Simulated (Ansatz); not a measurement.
H$_{6}$NPSi (`[SiH3]NP`) at its PBE0-D4/def2-TZVP geometry, where that method's forces vanish. The species carries charge 0 and has multiplicity 1.

| atom | x (Å) | y (Å) | z (Å) |
| --- | --- | --- | --- |
| Si1 | -0.325 | -0.810 | -0.786 |
| N2 | -0.063 | -0.244 | 0.823 |
| P3 | 0.520 | 1.292 | 1.277 |
| H4 | -1.311 | 0.051 | -1.493 |
| H5 | -0.836 | -2.203 | -0.705 |
| H6 | 0.941 | -0.780 | -1.568 |
| H7 | -0.259 | -0.850 | 1.602 |
| H8 | -0.297 | 2.127 | 0.459 |
| H9 | 1.630 | 1.416 | 0.391 |

(1) For each bond, give half the difference of the two atoms' forces along it (eV/Å; positive pushes the atoms apart) under PBE-D4, r2SCAN-D4, B3LYP-D4, ωB97M-V in def2-TZVPP. (Estimate.)

Results:

(1) Ansatz gave: 
| bond | length (Å) | PBE-D4 | r2SCAN-D4 | B3LYP-D4 | ωB97M-V |
| --- | --- | --- | --- | --- | --- |
| Si1–N2 | 1.726 | 0.05 | 0.00 | 0.09 | 0.10 |
| Si1–H4 | 1.488 | 0.05 | -0.02 | -0.07 | -0.12 |
| Si1–H5 | 1.486 | 0.05 | -0.03 | -0.10 | -0.13 |
| Si1–H6 | 1.488 | 0.05 | -0.02 | -0.07 | -0.12 |
| N2–P3 | 1.705 | 0.21 | 0.13 | 0.18 | 0.12 |
| N2–H7 | 1.006 | 0.17 | -0.02 | -0.05 | -0.05 |
| P3–H8 | 1.426 | 0.21 | 0.01 | -0.05 | -0.13 |
| P3–H9 | 1.426 | 0.21 | 0.01 | -0.05 | -0.13 |

B3LYP here is the variant with VWN-RPA as its local correlation; programs differ in this.
